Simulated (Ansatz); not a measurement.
**What a trial cell of Tl₂Ga relaxes into**

Method: DFT PBE, scalar-relativistic, plane waves, PAW (Ansatz 0.2.0). Cutoff 420 eV, Γ-centred k mesh, Gaussian smearing, no spin polarisation in the final step.

Tl₂Ga was placed on the AlB2 structure type (P6/mmm, No. 191), with Ga in place of Al, Tl in place of B, at a guessed volume.

```yaml
crystal:
  lattice:
    - [4.23512, 0.00000, 0.00000]
    - [-2.11756, 3.66772, 0.00000]
    - [0.00000, 0.00000, 4.57281]
  atoms:
    - { symbol: Tl, position: [0.33333, 0.66667, 0.50000] }
    - { symbol: Tl, position: [0.66667, 0.33333, 0.50000] }
    - { symbol: Ga, position: [0.00000, 0.00000, 0.00000] }
```

Steps on the 6×6×4 mesh (3 atoms). 12 of 15 steps are shown, and the free energy counts from the last. Trial steps that were taken back and renewals of the plane-wave basis can be among the rows.

| step | ΔF (meV/atom) | V (Å³/atom) | P (GPa) |
| --- | --- | --- | --- |
| 1 | 1226.2 | 23.68 | 30.26 |
| 2 | 744.4 | 26.12 | 15.85 |
| 4 | 334.6 | 30.33 | 2.82 |
| 5 | 257.0 | 30.88 | -0.26 |
| 6 | 212.5 | 30.13 | -1.34 |
| 7 | 180.6 | 28.79 | -0.98 |
| 9 | 149.3 | 26.07 | 0.70 |
| 10 | 148.3 | 26.63 | 0.00 |
| 11 | 93.4 | 26.63 | 3.19 |
| 12 | 47.4 | 27.94 | 0.95 |
| 14 | 0.7 | 28.78 | -0.07 |
| 15 | 0.0 | 28.78 | -0.05 |

Steps on the 6×6×6 mesh (3 atoms). 4 of 4 steps are shown, and the free energy counts from the last.

| step | ΔF (meV/atom) | V (Å³/atom) | P (GPa) |
| --- | --- | --- | --- |
| 1 | 20.4 | 28.78 | -0.22 |
| 2 | 1.4 | 28.51 | -0.27 |
| 3 | -0.2 | 28.12 | 0.15 |
| 4 | 0.0 | 28.12 | 0.15 |

A final relaxation ran on a 12×12×14 mesh. The relaxed crystal, P6/mmm (No. 191):

Space group P6/mmm (No. 191). a = 5.567 Å, b = 5.567 Å, c = 3.180 Å, α = 90.00°, β = 90.00°, γ = 120.00°
```json
{"atom": "Tl", "site": "2d", "symmetry": "-6m2", "x": "0.3333", "y": "0.6667", "z": "0.5000"}
{"atom": "Ga", "site": "1a", "symmetry": "6/mmm", "x": "0.0000", "y": "0.0000", "z": "0.0000"}
```

```yaml
Volume_per_atom: 28.45 Å³
Density: 9.31 g/cm³
Energy_over_the_elements: 0.14 eV/atom
Gap_on_the_12×12×14_mesh: 0 eV (a metal)
```

Energies over the elements count from the elements' standard structures at the same level, with no empirical corrections.

The final run used a 12×12×14 mesh on its 3-atom cell and 0.10 eV smearing. The k mesh leaves about 4 meV/atom of noise in metals. Spin–orbit coupling is left out.

Symmetry constrained the relaxation, so the result can be a saddle point.

Cost: 4 runs of about 2.3 core-minutes in all, on Intel Xeon Platinum 8375C (Ice Lake) (shared hosts).